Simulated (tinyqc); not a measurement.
Inside a calculation. Method: Pariser-Parr-Pople SCF with singles CI, for the molecule Fc1[cH+]n1 (SMILES; centres numbered as the heavy atoms are written). One step of it, computed by the program tinyqc.

Problem. Singles CI, triplets. Over the 4 single excitations with the smallest orbital gaps: A = (e_a - e_i) delta - (ij|ab), with (pq|rs) = sum c_mp c_mq gamma_mn c_nr c_ns.

orbital energies (eV): -23.927338  -19.957677  -7.691466  -6.888474

coefficients:
```
         MO1        MO2        MO3        MO4
1F  0.927297  -0.332983   0.081332  -0.150423
2C  0.311324   0.432642  -0.380932   0.755506
3C  0.132747   0.519617  -0.557745  -0.633480
4N  0.159923   0.657223   0.732937  -0.072707
```

repulsion gamma_rs (eV):
```
           1F         2C         3C         4N
1F  21.400000   6.300946   4.011617   4.046265
2C   6.300946  11.130000   5.346287   5.477679
3C   4.011617   5.346287  11.130000   5.476893
4N   4.046265   5.477679   5.476893  12.300000
```

Give: triplet CI matrix; triplet excitation energies.

Solution.

triplet CI matrix (eV):
```
         2>3      2>4      1>3      1>4
2>3   4.7068   0.0072  -0.9180  -0.1482
2>4   0.0072   6.3834  -0.1482  -0.5070
1>3  -0.9180  -0.1482  11.4182   0.8869
1>4  -0.1482  -0.5070   0.8869  11.0122
```

triplet excitation energies (eV): 4.5833  6.3281  10.3648  12.2444
